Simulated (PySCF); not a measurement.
Match the calculated data to a structure.

All candidates are C6H10.

| technique | computed result |
| --- | --- |
| UV, first state | lowest singlet excitation: 6.86 eV (181 nm, f = 0.252) [TDDFT CAM-B3LYP/def2-SVPD] |
| Rotational structure | rotational constants A, B, C: 6.217, 2.757, 2.161 GHz [PBE0-D3(BJ)/def2-SVP] |
| Polarisability | 71.1 au [CAM-B3LYP/def2-SVPD] |
| Triplet | lowest triplet excitation (Tamm–Dancoff): 4.26 eV [TDA CAM-B3LYP/def2-SVPD] |
| 13C NMR | chemical shifts (computed TMS as zero) by class: 156.0 (1 C), 115.3 (1 C), 26.0 (1 C), 19.2 (1 C), 6.7 (2 C) ppm [GIAO PBE0/pcSseg-1] |
| Valence photoelectron | vertical ionisation energy: 9.02 eV [ΔSCF CAM-B3LYP/def2-SVPD] |
| Couplings | largest of the computed one-bond spin–spin couplings (means over like bonds): 13C–1H +169.1 (×2), 13C–1H +168.6 (×2), 13C–1H +166.4, 13C–1H +165.9, 13C–1H +162.5, 13C–1H +132.8 (×3), 13C–13C +79.8, 13C–13C +55.4 Hz [B3LYP/pcJ-1, spin–dipole term left out] |
| 1H NMR | chemical shifts (computed TMS as zero) by class: 5.02 (1 H), 4.90 (1 H), 1.91 (3 H), 1.03 (1 H), 0.55 (2 H), 0.34 (2 H) ppm [GIAO PBE0/pcSseg-1] |
| Dipole | 0.57 D [CAM-B3LYP/def2-SVPD] |

The electronic properties come from PySCF, for the isolated species, density fitting. Levels stand in brackets. One conformer (not necessarily the lowest) at the PBE0-D3(BJ)/def2-SVP geometry, without solvent, vibrations or thermal averaging. NMR values are class means; diastereotopic atoms form classes of their own.

Problem. Which candidate is it?
A. `C=C/C=C\CC`
B. `C=C(C)C1CC1`
C. `C=C1CCCC1`

Solution. B. It is `C=C(C)C1CC1`. Numbering: `[CH2:1]=[C:2]([CH3:3])[CH:4]1[CH2:5][CH2:6]1`. Its formula, C6H10, gives 2 degrees of unsaturation: 1 ring and 1 π bond in the structure found. 6 carbons fall into 5 classes; from least to most shielded: fully substituted alkene carbon [C2] (156.0 ppm), terminal =CH2 carbon [C1] (115.3 ppm), allylic carbon [C3] (26.0 ppm), allylic carbon [C4] (19.2 ppm), three-membered-ring carbon [C5/C6] (6.7 ppm, 2 C, up to 6.2 ppm apart in this geometry). Hydrogen classes from least to most shielded: 1 H on a terminal =CH2 carbon, C1 (5.02 ppm), 1 H on a terminal =CH2 carbon, C1 (4.90 ppm), 3 H on an allylic carbon, C3 (1.91 ppm), 1 H on an allylic carbon, C4 (1.03 ppm), 2 H on 2 three-membered-ring carbons, C5/C6 (0.55 ppm), 2 H on 2 three-membered-ring carbons, C5/C6 (0.34 ppm, a mean of values up to 0.8 ppm apart in this geometry). The couplings run between: +169.1 Hz, three-membered-ring carbon [C5] and its hydrogen (with 1 like pair); +168.6 Hz, three-membered-ring carbon [C5] and its hydrogen (with 1 like pair); +166.4 Hz, terminal =CH2 carbon [C1] and its hydrogen; +165.9 Hz, terminal =CH2 carbon [C1] and its hydrogen; +162.5 Hz, allylic carbon [C4] and its hydrogen; +132.8 Hz, allylic carbon [C3] and its hydrogen (with 2 like pairs); +79.8 Hz, terminal =CH2 carbon [C1] and fully substituted alkene carbon [C2]; +55.4 Hz, fully substituted alkene carbon [C2] and allylic carbon [C4]. The first electron is taken from the HOMO, whose largest Löwdin shares are 0.35 on the terminal =CH2 carbon, 0.29 on the fully substituted alkene carbon, 0.08 on a three-membered-ring carbon and 0.08 on an allylic carbon. The optimised geometry has point group C1 and is an asymmetric top.

The others, at the same levels:
- `C=C/C=C\CC` fails: it has 6 carbon classes against 5; its computed 13C shifts are 143.1 (1 C), 139.3 (1 C), 136.7 (1 C), 124.5 (1 C), 24.8 (1 C), 16.3 (1 C) ppm, 1H shifts are 6.83 (1 H), 6.06 (1 H), 5.62 (1 H), 5.41 (1 H), 5.36 (1 H), 2.17 (2 H), 1.00 (3 H) ppm and lowest singlet excitation is 5.69 eV (218 nm, f = 0.777) (against 6.86 eV).
- `C=C1CCCC1` fails: it has 4 carbon classes against 5; its computed 13C shifts are 161.2 (1 C), 112.9 (1 C), 36.1 (2 C), 29.8 (2 C) ppm, 1H shifts are 5.32 (2 H), 2.29 (4 H), 1.53 (4 H) ppm and lowest singlet excitation is 6.67 eV (186 nm, f = 0.296) (against 6.86 eV).

Each candidate is one conformer, not necessarily the lowest. The conformers computed, where there is a choice (atom-mapped SMILES and torsion angles):
- `[CH2:1]=[C:2]([CH3:3])[CH:4]1[CH2:5][CH2:6]1`: C1–C2–C4–C5 20°
- `[CH2:1]=[CH:2]/[CH:3]=[CH:4]\[CH2:5][CH3:6]`: C1–C2–C3–C4 180°, C3–C4–C5–C6 114°

The conformers of `C=C1CCCC1` aren't listed.
